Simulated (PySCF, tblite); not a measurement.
# C2H8O2, a solvent cluster: NMR shifts, interaction energy, spin-spin couplings and core binding energies

Wanted: the NMR shifts, interaction energy, spin-spin couplings and core binding energies for 2 × `CO`.

Computed with tblite 0.8.0 and PySCF 2.14.0; each step states its level. No surroundings beyond the atoms listed, unless a continuum is named. Atoms count from 0, parts from 1.

## (1) The system as given

12 atoms, charge 0, multiplicity 1; geometry: rigid parts in contact. Parts: 1 = atoms 0–5, `CO`, charge 0; 2 = atoms 6–11, `CO`, charge 0.

## (2) Bringing the parts together with GFN2-xTB

What the job is given:

```
{"job": {"kind": "dock", "xc": "GFN2-xTB", "basis": "xTB"}, "charge": 0, "multiplicity": 1, "parts": [{"atoms": "0-5", "charge": 0, "multiplicity": 1}, {"atoms": "6-11", "charge": 0, "multiplicity": 1}]}
C     -0.362786    -0.013819     0.000363
O      0.947534    -0.388831    -0.345742
H     -0.540742    -0.109869     1.076809
H     -1.028981    -0.692432    -0.528993
H     -0.584809     1.013629    -0.307507
H      1.569784     0.191323     0.105069
C      2.863064     1.519279    -3.405996
O      2.624640     1.076022    -2.092969
H      2.807063     0.697205    -4.127583
H      3.871288     1.929074    -3.416049
H      2.158242     2.303267    -3.703179
H      1.737724     0.704699    -2.042931
```

Level: GFN2-xTB search for minima from random contacts, gas phase.

On the command line:

```
OMP_NUM_THREADS=1 python cluster_run.py task.json out
```

One launch serves the whole session: the jobs run in the order shown.

**Question.** The jobs that follow are: PBE0-D3(BJ)/def2-SVPD geometry optimisation, gas phase; GIAO PBE0/pcSseg-2 NMR shielding, non-relativistic, gas phase; wB97M-D3(BJ)/def2-TZVPD interaction energy, counterpoise and uncorrected, gas phase; PBE0-D3(BJ)/def2-TZVPD interaction energy, counterpoise and uncorrected, gas phase; MP2/def2-TZVPD interaction energy, counterpoise and uncorrected, gas phase; B3LYP/pcJ-1 indirect spin-spin coupling, non-relativistic, gas phase; delta-SCF UKS SCAN, pcX-2 on the ionised atom, pcseg-1 elsewhere, spin-free X2C. Predict: binding energy (GFN2-xTB); point group; rotational constants (main isotopes); shieldings of C, H (PBE0/pcSseg-2); largest proton shift on binding; interaction energy, counterpoise (wB97M-D3(BJ)/def2-TZVPD); superposition error; binding energy (with deformation); largest coupling of the table (B3LYP/pcJ-1); O1s binding energies, SCAN/pcX-2; C1s binding energies, SCAN/pcX-2 (standing for 1 of 2 atoms).

As calculated:

```
                                                    quantity                                                                                    value
                                   binding energy (GFN2-xTB)                                                                           -4.84 kcal/mol
                                                 point group                                                                                       C1
                        rotational constants (main isotopes)                                                                    17.00, 2.33, 2.30 GHz
                          shieldings of C, H (PBE0/pcSseg-2)  C0 130.1, C6 131.2, H11 27.7, H4 27.7, H2 27.7, H8 27.8, H10 27.8, H3 27.8 ppm and more
                             largest proton shift on binding                                                                           H11, +4.09 ppm
  interaction energy, counterpoise (wB97M-D3(BJ)/def2-TZVPD)                                                                           -5.64 kcal/mol
                                         superposition error                                                                            0.10 kcal/mol
                           binding energy (with deformation)                                                                           -5.54 kcal/mol
                 largest coupling of the table (B3LYP/pcJ-1)                                                                  1J(C,H) C0–H3, 151.1 Hz
                            O1s binding energies, SCAN/pcX-2                                                                  O1 539.55, O7 537.82 eV
C1s binding energies, SCAN/pcX-2 (standing for 1 of 2 atoms)                                                                             C6 291.80 eV
 range of the interaction energy over the runs of this table                                                                  -5.99 to -5.28 kcal/mol
```

In words: At its xTB geometry the search ends with the contact H11···O1 (hydrogen bond, 1.89 Å); 6 starts can't prove it the lowest minimum. A later relaxation moves these distances. The optimisation took 3 steps and gained 0.066 eV; among the close pairs (by a distance rule), C0–O1 changed most, from 1.382 to 1.413 Å. No frequency check was run at this level, so the end point may be a saddle. On binding (GIAO PBE0/pcSseg-2 NMR shielding, non-relativistic, gas phase), H11 moves most among the protons, 4.09 ppm downfield. Of the attraction, electrostatic 66 %, orbital 27 %, dispersion 7 %; Pauli repulsion takes back 10.27 kcal/mol. A part with a negative deformation was relaxed at another level. In the run at B3LYP/pcJ-1, the largest coupling of the table is C0–H3, 151.1 Hz, of which the Fermi-contact term gives 150.1 Hz. O1 (oxygen bonded to C, H) binds its O1s electron 1.73 eV more tightly than O7 (oxygen bonded to C, H). Binding moves the O1s level of O7 by -1.19 eV. The interaction energy runs from -5.99 (PBE0-D3(BJ)/def2-TZVPD) to -5.28 kcal/mol (MP2/def2-TZVPD).
